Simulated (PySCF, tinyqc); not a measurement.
Worked calculation: G0W0 on RHF in the sto-6g basis, for CH+, spin multiplicity 1. The lowest restricted solution is unstable here: a spin-polarised one lies 0.0089 hartree lower (PySCF). One step of it, computed by the program tinyqc.

Problem. G0W0 on Hartree-Fock: LUMO. W(p,q,m) = sqrt2 sum_ia (pq|ia) (X+Y)_ia,m; Sigma_c(x) = sum_(i,m) W^2/(x - e_i + w_m) + sum_(a,m) W^2/(x - e_a - w_m); solve x = e_p + Sigma_c(x) by Newton steps; Z = 1/(1 - dSigma/dx); 1 hartree = 27.211386 eV.

orbital energies (hartree): MO1 -11.777222, MO2 -1.119862, MO3 -0.762843, MO4 -0.242643, MO5 -0.242643, MO6 -0.112986

Two-electron integrals over orbitals (pq|rs), unique and non-zero (hartree):
```
(11|11) 3.526621    (21|11) -0.351621   (21|21) 0.056942    (22|11) 0.818277
(22|21) -0.015292   (22|22) 0.578874    (31|11) 0.106162    (31|21) -0.015335
(31|22) 0.010521    (31|31) 0.018120    (32|11) -0.090797   (32|21) 0.006718
(32|22) -0.003038   (32|31) 0.015958    (32|32) 0.109251    (33|11) 0.696647
(33|21) -0.008622   (33|22) 0.516647    (33|31) -0.005080   (33|32) -0.031456
(33|33) 0.543500    (41|41) 0.021943    (42|41) 0.027301    (42|42) 0.119181
(43|41) -0.008106   (43|42) -0.029883   (43|43) 0.033589    (44|11) 0.853376
(44|21) -0.010109   (44|22) 0.590275    (44|31) 0.002827    (44|32) -0.049484
(44|33) 0.517602    (44|44) 0.673218    (51|51) 0.021943    (52|51) 0.027301
(52|52) 0.119181    (53|51) -0.008106   (53|52) -0.029883   (53|53) 0.033589
(54|54) 0.036281    (55|11) 0.853376    (55|21) -0.010109   (55|22) 0.590275
(55|31) 0.002827    (55|32) -0.049484   (55|33) 0.517602    (55|44) 0.600655
(55|55) 0.673218    (61|11) 0.091474    (61|21) -0.016566   (61|22) -0.000828
(61|31) -0.006985   (61|32) -0.016012   (61|33) 0.008331    (61|44) 0.002455
(61|55) 0.002455    (61|61) 0.014193    (62|11) -0.150664   (62|21) 0.003096
(62|22) -0.079898   (62|31) -0.013541   (62|32) -0.022174   (62|33) -0.012270
(62|44) -0.080913   (62|55) -0.080913   (62|61) 0.009273    (62|62) 0.068310
(63|11) -0.235900   (63|21) 0.004464    (63|22) -0.099606   (63|31) 0.002151
(63|32) 0.074198    (63|33) -0.066517   (63|44) -0.130200   (63|55) -0.130200
(63|61) -0.003999   (63|62) 0.057965    (63|63) 0.155052    (64|41) -0.006417
(64|42) -0.027346   (64|43) -0.010080   (64|64) 0.018635    (65|51) -0.006417
(65|52) -0.027346   (65|53) -0.010080   (65|65) 0.018635    (66|11) 0.550902
(66|21) -0.004486   (66|22) 0.460480    (66|31) 0.010154    (66|32) 0.080585
(66|33) 0.483757    (66|44) 0.420271    (66|55) 0.420271    (66|61) -0.006096
(66|62) 0.004767    (66|63) 0.079590    (66|66) 0.606680
```

excitation energies w (hartree): 0.576937  0.576937  0.871167  1.092882  1.092882  1.164136  11.578423  11.578423  11.692594

X + Y:
```
            1          2          3          4          5          6          7          8
1>4  0.001553   0.000000   0.000000  -0.008638  -0.000041   0.000000   0.998101   0.000000
1>5  0.000000   0.001553   0.000000   0.000041  -0.008638   0.000000   0.000000   0.998101
1>6  0.000000   0.000000   0.002259   0.000000   0.000000  -0.002458   0.000000   0.000000
2>4  0.115785  -0.000016   0.000000   0.891945   0.004197   0.000000   0.000720   0.000000
2>5  0.000016   0.115785   0.000000  -0.004197   0.891945   0.000000   0.000000   0.000720
2>6  0.000000   0.000000  -0.358794   0.000000   0.000000   0.876685   0.000000   0.000000
3>4  0.945361  -0.000133   0.000000  -0.064782  -0.000305   0.000000  -0.000126   0.000000
3>5  0.000133   0.945361   0.000000   0.000305  -0.064782   0.000000   0.000000  -0.000126
3>6  0.000000   0.000000   0.814172   0.000000   0.000000   0.249353   0.000000   0.000000

             9
1>4   0.000000
1>5   0.000000
1>6   0.998786
2>4   0.000000
2>5   0.000000
2>6   0.000275
3>4   0.000000
3>5   0.000000
3>6  -0.000076
```

Give: The 12 largest terms at x = e_p; Newton steps; quasiparticle energy of the LUMO; Hartree-Fock value.

Solution.

The 12 largest terms at x = e_p (hartree; W for the signs of X + Y given):
```
q  m        W       term
4  6  -0.1462    -0.0184
4  3  -0.1088    -0.0136
2  4   0.1527     0.0118
3  1   0.0400     0.0015
3  4  -0.0407     0.0010
6  4  -0.0335    -0.0009
6  1  -0.0180  -4.57e-04
2  1  -0.0204   2.86e-04
2  7   0.0387   1.20e-04
1  4   0.0349   9.65e-05
1  7   0.0310   4.16e-05
3  7  -0.0115   1.09e-05
```

Newton steps (hartree):
```
step        x  Sigma_c(x)       Z
0     -0.2426     -0.0185  0.9606
1     -0.2604     -0.0178  0.9615
2     -0.2604     -0.0178  0.9615
```

quasiparticle energy of the LUMO = -7.0857 eV

Hartree-Fock value = -6.6026 eV
